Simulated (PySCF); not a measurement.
Computed with TPSSh-D3(BJ)/def2-TZVP // PBE-D3(BJ)/def2-SVP (PySCF). Gas-phase values, no solvent. 

Reference species (SMILES): `[CH3]` (neutral, multiplicity 2).

```json
{
  "dipole_moment": "0.00 D"
}
```

Changed species: `[OH]` (free radical OH; the reference has free radical CH3).

Predict the effect on the dipole moment.

the dipole moment rises by 1.75 D, to 1.75 D.
